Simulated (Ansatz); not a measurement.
# SnH$_{2}$, triplet: stretch scan

Starting geometry (PBE0/def2-TZVP stationary point for this spin, not checked as a minimum):

```xyz
3

Sn    0.0000   -0.0144    0.0000
H     0.0000    0.8475   -1.4828
H     0.0000    0.8475    1.4828
```

From there H2 moves along the line of the two atoms named below, all else staying in place; atoms are numbered as listed. Energies are in kJ/mol, counted from the starting geometry at the same level.

Basis def2-SVP with its core potentials; Ansatz 0.2.0. Only valence electrons are correlated (noble-gas cores and the filled d shells of p-block atoms frozen). R marks a restricted (for open shells ROHF) determinant. No spin–orbit coupling is included; scalar relativity enters through the core potentials alone.

Coupled cluster chose its determinant by trial CCSD, here up to 0.05 eV above the lowest Hartree–Fock solution of its kind.

Full CI is exact within this basis and frozen core; it isn't the basis-set limit.

| distance Sn1-H2 (Å) | RCCSD |
| --- | --- |
| 1.402 | 106.0 |
| 1.530 | 31.7 |
| 1.715 | 0.0 |
| 1.926 | 18.8 |
| 2.108 | 53.6 |
| 2.382 | 108.2 |
| 2.691 | 143.5 |
| 3.100 | 155.4 |
| 3.786 | 156.6 |
| 4.682 | 156.7 |
| 5.791 | 156.7 |

Question: Estimate the full CI curve in def2-SVP from this one, knowing how RCCSD errs.

Answer: The computed full CI values, in kJ/mol from the starting point, and the error of RCCSD against them:
```
distance Sn1-H2 (Å)  full CI  RCCSD less full CI
              1.402    107.0                -1.0
              1.530     32.4                -0.7
              1.715      0.0                 0.0
              1.926     17.7                 1.1
              2.108     51.2                 2.4
              2.382    103.7                 4.5
              2.691    141.5                 2.0
              3.100    156.2                -0.8
              3.786    158.1                -1.4
              4.682    158.1                -1.5
              5.791    158.2                -1.5
```

The error spans 5.9 kJ/mol and is largest, 4.5 kJ/mol, at 2.382 Å.
